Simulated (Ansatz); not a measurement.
Ansatz input

```yaml
crystal:
  lattice:
    - [2.7685637282, 0.0, 0.0]
    - [-1.3842818641, 2.3976465207, 0.0]
    - [0.0, 0.0, 4.3443274367]
  atoms:
    - { symbol: Ru, position: [0.3333333333, 0.6666666667, 0.25], spin: 1.0, spin_axis: [0, 0, 1] }
    - { symbol: Ru, position: [0.6666666667, 0.3333333333, 0.75], spin: 1.0, spin_axis: [0, 0, 1] }
hamiltonian:
  xc: blyp
  pseudopotentials:
    kind: paw_fr
    azcp:
      Ru: "pseudopotentials/Ru.paw.azcp"
basis:
  ecutwfc: 420
  fft_grid_basis: typed
kpoints:
  mp_grid: { grid: [13, 13, 7], shift: [0, 0, 0] }
magnetization:
  noncollinear: true
  spin_orbit: true
scf:
  occupations: { method: fermi_dirac, width: 0.05 }
```

Output

```
Engine: ansatz 0.2.0, aarch64-unknown-linux-gnu
Pseudopotentials: kind: paw_fr
Pseudopotential: Ru, paw_fr, valence charge 16, recommended cutoff 420 eV (normal) 
Functional definition: BLYP
  parameter beta = 0.0042
  parameter a = 0.04918
  parameter b = 0.132
  parameter c = 0.2533
  parameter d = 0.349
  exchange = b88_x(beta = beta)
  correlation = lyp_c(a = a, b = b, c = c, d = d)
Crystal: 2 atoms, lattice volume = 28.838 Å³
Basis set: ecut = 420 eV, 579 PW (Γ), exchange–correlation on 40×40×60 points (8 copies of the dense FFT grid, shifted against one another)
Bands: 40, of which v1, the nominal top of the filled ones, is band 32 counted from 1 (31 counted from 0)
Symmetry: 12 space group operations + 12 with time reversal
Magnetic group: BNS 194.270 (UNI 1500), of the structure as read, at distance tolerance 3.1e-5 Å
k-points: 84 of 1183 (time reversal used)
Projection manifold: j_resolved (fully-relativistic pseudo-atomic orbitals)
Non-local potential: Ru, projectors of the file, l = 0: 3, l = 1: 4, l = 2: 4, l = 3: 2
PAW form: soft (Blöchl's): semilocal exchange-correlation on the pseudo side does not see the compensation charge
PAW frozen core: Ru, regenerated for the run's functional, and the local potential with it (the file was generated under x = pbe(κ = 0.804, μ = 0.2195149727645171), c = pbe(β = 0.06672455060314922))
PAW one-centre angular grid: Ru, 590 points (default); XC on its mesh's 2759 points in the sphere
Initial density: superposition of atomic densities (chi_scale 0.1, normalization cell)
Starting moments: Σ|m| = 2 μB on 2 of 2 sites
Initial wavefunctions: pseudopotential atomic-orbital guess
Functional: x = b88, c = lyp
SCF iter   1: F=—  HF=-11788.884634 eV  |F-HF|=—  |Δ(HF+E_count)|=         —  Δρ=1.07e-1  dr2=3.28e0  dr2_m=6.62e-1  ethr=3.10e-3  |M|=4.82e-1 ∫|m|=5.01e-1 μB  |m|>n=0.0e0 m-floor=0.0e0 τ_xc=1.2e-35  β_m=0.30  ⟨swp⟩=7.9  Hψ=15930  notcnv=0  defer=1
SCF iter   2: F=—  HF=-11788.368342 eV  |F-HF|=—  |Δ(HF+E_count)|=   5.16e-1  Δρ=7.48e-2  dr2=1.40e0  dr2_m=3.70e-1  ethr=3.10e-3  |M|=4.13e-1 ∫|m|=4.28e-1 μB  |m|>n=0.0e0 m-floor=0.0e0 τ_xc=1.9e-7  β_m=0.30  ⟨swp⟩=2.4  Hψ=5724  notcnv=0  defer=85
SCF iter   3: F=—  HF=-11787.976726 eV  |F-HF|=—  |Δ(HF+E_count)|=   3.92e-1  Δρ=5.32e-2  dr2=2.54e-2  dr2_m=1.87e-1  ethr=3.10e-3  |M|=4.00e-1 ∫|m|=4.10e-1 μB  |m|>n=0.0e0 m-floor=0.0e0 τ_xc=7.3e-7  β_m=0.30  ⟨swp⟩=2.3  Hψ=5858  notcnv=0  defer=85
...
iter 13 did not close the SCF: its close was put off for a magnetic moment that had not settled (scf_convergence_deferred on its scf_iter line)
SCF iter  13: F=-11788.076823 eV  HF=-11788.076823 eV  |F-HF|=3.66e-8  |Δ(HF+E_count)|=   7.26e-7  Δρ=1.47e-5  dr2=5.71e-8  dr2_m=9.66e-9  ethr=3.13e-10  |M|=2.08e-5 ∫|m|=9.83e-5 μB  |m|>n=0.0e0 m-floor=0.0e0 τ_xc=1.1e-11  β_m=0.67  ⟨swp⟩=2.0  Hψ=10523  notcnv=0
iter 14 did not close the SCF: its close was put off for a magnetic moment that had not settled (scf_convergence_deferred on its scf_iter line)
SCF iter  14: F=-11788.076823 eV  HF=-11788.076823 eV  |F-HF|=1.14e-9  |Δ(HF+E_count)|=   7.10e-9  Δρ=4.63e-6  dr2=3.55e-10  dr2_m=1.42e-9  ethr=1.79e-10  |M|=7.64e-6 ∫|m|=2.25e-5 μB  |m|>n=0.0e0 m-floor=0.0e0 τ_xc=1.2e-12  β_m=0.83  ⟨swp⟩=1.0  Hψ=9922  notcnv=0
SCF iter  15: F=-11788.076823 eV  HF=-11788.076823 eV  |F-HF|=3.27e-11  |Δ(HF+E_count)|=   1.58e-9  Δρ=7.26e-7  dr2=7.66e-11  dr2_m=2.66e-11  ethr=1.11e-12  |M|=2.48e-6 ∫|m|=2.92e-6 μB  |m|>n=0.0e0 m-floor=0.0e0 τ_xc=2.7e-14  ⟨swp⟩=1.0  Hψ=9730  notcnv=0
WARN: the starting moments were not kept: the SCF closed with an absolute magnetisation of 2.9e-6 μB, where they sum to 2 μB in size (2 sites). That is at most 0.1 of that sum. Measured as dr2_m measures the in/out step, that magnetisation stands 3.5e-12 eV from none, at or under the dr2_threshold of 1.0e-7 eV: it is no larger than a step whose dr2_m would equal this threshold. The system may hold no moment; this SCF shows only that its start led to no more than that. To try another start: raise the starting moments (crystal.atoms[].spin, magnetization.per_species, magnetization.initial_magnetization, or on a non-collinear deck that types none of these the spinor_matrix: blocks that start its atoms; where the total moment is fixed, keep their sum and leave initial_magnetization as it is; typed ones take the place of any that the run laid by itself, positive ones on a crystal's lanthanoids without a Hubbard term where scf.initial_density.shell_occupations: [] is typed) or, if the notice of its spin-set hold's release reads "site moments contracting" or "site moments show no strong build", lengthen the hold (scf.mixing.spin_hold: { on: { confirm: 4 } }; for m-r²SCAN on two components see the key's manual first). Each may lead to a state that holds a moment. A second SCF, from the converged charge density, with the starting moments and any scf.initial_density.shell_occupations laid on it anew, would have followed, and was not run: the deck does not ask for one (magnetization.retry_lost_moments is false, the default). To let it run, set magnetization.retry_lost_moments: true and run the deck again, where that key's refused combinations let it; where memory then withholds it, that run's warning says so.
SCF 1 converged in 15 iterations: F = -11788.076823 eV  dr2 = 7.66e-11
SCF converged after 15 iterations
Stability not checked: this state was not tested for a lower state beside it, because this non-collinear magnet's GGA is evaluated by the locally collinear projection, under which the energy is not smooth in the magnetisation (locally_collinear_gga; see scf.lower_state_search)
Magnetization: |M| = 0.0000 μB,  M = (+0.0000, -0.0000, -0.0000) μB
Absolute magnetization: 0.0000 μB (∫|m|, with the PAW one-centre terms)
  site 0: m = (-0.0000, +0.0000, -0.0000) μB, |m| = 0.0000 μB  (R = 1.11 Å)
  site 1: m = (+0.0000, -0.0000, -0.0000) μB, |m| = 0.0000 μB  (R = 1.11 Å)
Free energy (F): -11788.076823 eV
Harris-Foulkes:  -11788.076823 eV  (|F-HF|=3.27e-11)
Internal energy: -11788.059732 eV  (E = F + TS)
E sigma→0 (E₀):  -11788.068278 eV
Entropy (-TS):   -0.017091 eV (-8.546 meV/atom)
Fermi energy:    22.401225 eV
--- Per-component energies (eV) ---
  E_band       = -137.832411
  E_kinetic    = 1026.774286
  E_local      = -2649.791224  (includes V_loc(G=0)·N_el)
  E_nonlocal   = 686.027404
  E_hartree    = 854.314772
  E_xc         = -373.498964
  E_vxc        = -468.068583  (∫ρ·V_xc dr)
  E_paw        = -6958.822972  (= ΣΔE_a)
  E_vpaw       = -441.403306  (= ΣTr[D̂ρ^β])
  E_aug_tail   = -0.000422  (compensation charges beyond the density's cutoff)
  E_ewald      = -4373.239132
  E_core_change = 0.176520  (= ΣΔE_core)
  E_smearing   = -0.017091  (= −TS)
  E_closure    = 0.000000  (closes the sum)
  Σ components = -11788.076823   (vs F -11788.076823, Δ=0.00e0)
```
